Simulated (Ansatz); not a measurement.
System: Si$_{2}$H$_{5}$, charge 0, multiplicity 2. It need not be the lowest isomer of its formula. 
Structure (B3LYP-D3(BJ)/def2-TZVP (Ansatz, a quantum-chemistry and plane-wave program) minimum search):
SMILES: [SiH2][SiH3]
```xyz
7

Si     0.0124     0.0207     1.2119
Si    -0.0099     0.0487    -1.1206
H     -1.2086    -0.5655     1.8221
H      1.2176    -0.6195     1.7989
H     -0.0369    -1.3162    -1.7072
H     -1.2105     0.7840    -1.5839
H      1.2034     0.7464    -1.6084
```
Charge 0, spin multiplicity 2.

Basis-set convergence of Hartree-Fock and CCSD(T) correlation energies (hartree) with Ansatz. Valence correlation only, unless marked. Open shells are spin-unrestricted. No spin-orbit coupling. No relativistic terms.

| basis | functions | E(HF) | E(corr, CCSD(T)) |
|---|---|---|---|
| def2-SVP | 61 | -580.54308 | -0.24271 |
| def2-TZVPP | 154 | ___ | ___ |

Fill in the missing entries.


- def2-TZVPP, E(HF): -580.74883
- def2-TZVPP, E(corr, CCSD(T)): -0.29470
